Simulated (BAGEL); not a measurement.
# ROHF/6-31G(d) (density fitting with qzvpp-jkfit, spherical functions) run of CH5Si (SMILES [CH2][SiH3])

What is the energy change on altering one bond length of CH5Si at ROHF/6-31G* (density fitting with qzvpp-jkfit, spherical functions)? 

The results are computed with BAGEL 1.2.2.

1 further run of the same task is left out (set aside as unsound or not needed). Runs told in other sessions of the task aren't counted.

## (1) The structure to begin with

CH5Si: 7 atoms, total charge 0, spin state doublet. SMILES: `[CH2][SiH3]`. The coordinates come from a PBE0-D4/def2-TZVP relaxation.

Bond lengths: C1–Si2 1.840 Å, C1–H3 1.085 Å, C1–H4 1.085 Å, Si2–H5 1.492 Å, Si2–H6 1.487 Å, Si2–H7 1.487 Å. Angles: C1–Si2–H5 111.3°, C1–Si2–H6 110.4°, C1–Si2–H7 110.3°, Si2–C1–H3 122.6°, Si2–C1–H4 122.6°, H5–Si2–H6 107.7°, H5–Si2–H7 107.7°, H6–Si2–H7 109.4°, H3–C1–H4 114.8°.

## (2) The energy at ROHF/6-31G(d) (density fitting with qzvpp-jkfit, spherical functions)

The input, job.json:

```json
{ "bagel" : [

{
  "title" : "molecule",
  "basis" : "6-31gs.json",
  "df_basis" : "qzvpp-jkfit",
  "angstrom" : "true",
  "geometry" : [
    { "atom" : "C", "xyz" : [      -0.172600,      -1.103000,       0.047400 ] },
    { "atom" : "Si", "xyz" : [       0.132300,       0.709800,      -0.029000 ] },
    { "atom" : "H", "xyz" : [      -1.139000,      -1.522200,       0.308500 ] },
    { "atom" : "H", "xyz" : [       0.588300,      -1.834800,      -0.203800 ] },
    { "atom" : "H", "xyz" : [      -0.191200,       1.256600,      -1.379100 ] },
    { "atom" : "H", "xyz" : [      -0.719700,       1.420100,       0.961800 ] },
    { "atom" : "H", "xyz" : [       1.563100,       1.005600,       0.248500 ] }
  ]
},

{
  "title" : "rohf",
  "nopen" : 1
},

{
  "title" : "print",
  "file" : "orbitals.molden",
  "orbitals" : "true"
}

]}
```

The basis set 6-31G* is read from a file made from the Basis Set Exchange's data (not shown).

On the command line:

```
BAGEL_NUM_THREADS=1 BAGEL job.json > job.out
```

What it wrote:

```text
* using 1 threads per process

  ===============================================================
  ===============================================================

  *** Geometry ***

  { "atom" : "C", "xyz" : [     -0.326167,     -2.084368,      0.089573 ] },
  { "atom" : "Si", "xyz" : [      0.250011,      1.341328,     -0.054802 ] },
  { "atom" : "H", "xyz" : [     -2.152398,     -2.876541,      0.582981 ] },
  { "atom" : "H", "xyz" : [      1.111726,     -3.467269,     -0.385126 ] },
  { "atom" : "H", "xyz" : [     -0.361316,      2.374630,     -2.606121 ] },
  { "atom" : "H", "xyz" : [     -1.360036,      2.683600,      1.817539 ] },
  { "atom" : "H", "xyz" : [      2.953831,      1.900309,      0.469597 ] },

  Number of auxiliary basis functions:      293

  Since a DF basis is specified, we compute 2- and 3-index integrals:
    o Being stored without compression. Storage requirement is 0.004 GB

  Number of basis functions:       42
  Number of electrons      :       25

    * METHOD: MOLECULE                             0.07

  *** Open-shell HF ***

  === Nuclear Repulsion ===
    56.0219312436

      * DIIS with orbital gradients will be used.

  === ROHF iteration (6-31gs.json) ===
      0       -329.58024370          0.03241747           0.02
      1       -329.63058951          0.01020196           0.02
      2       -329.63709747          0.00390917           0.02
      3       -329.63796641          0.00112363           0.02
      4       -329.63810838          0.00016971           0.02
      5       -329.63813009          0.00003503           0.02
      6       -329.63813247          0.00001281           0.02
      7       -329.63813272          0.00000436           0.02
      8       -329.63813274          0.00000119           0.02
      9       -329.63813275          0.00000069           0.02
     10       -329.63813275          0.00000033           0.02
     11       -329.63813275          0.00000010           0.02
     12       -329.63813276          0.00000002           0.02
     13       -329.63813276          0.00000001           0.02
    * SCF iteration converged.

    * S^2 (ROHF) is 0.7500

    * Permanent dipole moment:
           (    0.050847,     0.307883,    -0.013651) a.u.

    * METHOD: ROHF                                 0.37

    * METHOD: PRINT                                0.00

  ===============================================================
```

Wall time 0.59 s (1 thread of Arm Neoverse V1, shared host).

## (3) The distorted shape, same level

The input, input.json:

```json
{ "bagel": [

{
  "title": "molecule",
  "basis": "6-31gs.json",
  "df_basis": "qzvpp-jkfit",
  "angstrom": "true",
  "geometry": [
    { "atom": "C", "xyz": [      -0.387266,      -1.147379,       0.005766 ] },
    { "atom": "Si", "xyz": [      -0.082366,       0.665421,      -0.070634 ] },
    { "atom": "H", "xyz": [      -1.353666,      -1.566579,       0.266866 ] },
    { "atom": "H", "xyz": [       0.373634,      -1.879179,      -0.245434 ] },
    { "atom": "H", "xyz": [      -0.405866,       1.212221,      -1.420734 ] },
    { "atom": "H", "xyz": [      -0.934366,       1.375721,       0.920166 ] },
    { "atom": "H", "xyz": [       1.563100,       1.005600,       0.248500 ] }
  ]
},

{ "title": "rohf", "nopen": 1 },

{ "title": "print", "file": "orbitals.molden", "orbitals": "true" }

]}
```

The basis set 6-31G* is read from a file made from the Basis Set Exchange's data (not shown).

On the command line:

```
BAGEL_NUM_THREADS=1 BAGEL input.json > input.out
```

What it wrote:

```text
* using 1 threads per process

  ===============================================================
  ===============================================================

  *** Geometry ***

  { "atom" : "C", "xyz" : [     -0.731827,     -2.168232,      0.010896 ] },
  { "atom" : "Si", "xyz" : [     -0.155649,      1.257463,     -0.133479 ] },
  { "atom" : "H", "xyz" : [     -2.558058,     -2.960405,      0.504304 ] },
  { "atom" : "H", "xyz" : [      0.706066,     -3.551134,     -0.463803 ] },
  { "atom" : "H", "xyz" : [     -0.766976,      2.290766,     -2.684798 ] },
  { "atom" : "H", "xyz" : [     -1.765696,      2.599736,      1.738862 ] },
  { "atom" : "H", "xyz" : [      2.953831,      1.900309,      0.469597 ] },

  Number of auxiliary basis functions:      293

  Since a DF basis is specified, we compute 2- and 3-index integrals:
    o Being stored without compression. Storage requirement is 0.004 GB

  Number of basis functions:       42
  Number of electrons      :       25

    * METHOD: MOLECULE                             0.07

  *** Open-shell HF ***

  === Nuclear Repulsion ===
    55.2570633545

      * DIIS with orbital gradients will be used.

  === ROHF iteration (6-31gs.json) ===
      0       -329.56459561          0.03220104           0.02
      1       -329.61565484          0.01034674           0.02
      2       -329.62245656          0.00398175           0.02
      3       -329.62337447          0.00113372           0.02
      4       -329.62352606          0.00017709           0.02
      5       -329.62354987          0.00004020           0.03
      6       -329.62355241          0.00001427           0.03
      7       -329.62355273          0.00000511           0.04
      8       -329.62355276          0.00000121           0.03
      9       -329.62355278          0.00000065           0.03
     10       -329.62355277          0.00000030           0.02
     11       -329.62355278          0.00000010           0.03
     12       -329.62355278          0.00000003           0.03
     13       -329.62355278          0.00000001           0.03
     14       -329.62355278          0.00000001           0.03
    * SCF iteration converged.

    * S^2 (ROHF) is 0.7500

    * Permanent dipole moment:
           (    0.234410,     0.356414,     0.022944) a.u.

    * METHOD: ROHF                                 0.48

    * METHOD: PRINT                                0.00

  ===============================================================
```

Wall time 0.69 s (1 thread of Arm Neoverse V1, shared host).

## (4) Outcome

At ROHF/6-31G* (density fitting with qzvpp-jkfit, spherical functions):

| quantity | value |
| --- | --- |
| first shape: total energy | -329.63813 Eh |
| first shape: dipole moment | 0.79 D |
| first shape: ⟨S²⟩ | 0.750 |
| distorted shape: total energy | -329.62355 Eh |
| distorted shape: dipole moment | 1.09 D |
| distorted shape: ⟨S²⟩ | 0.750 |
| energy change with the Si2–H7 bond stretched from 1.487 to 1.710 Å | 0.397 eV |

With the Si2–H7 bond stretched from 1.487 to 1.710 Å the energy rises by 0.40 eV (9.1 kcal/mol). The first shape isn't relaxed at this level, so the change isn't measured from a minimum.
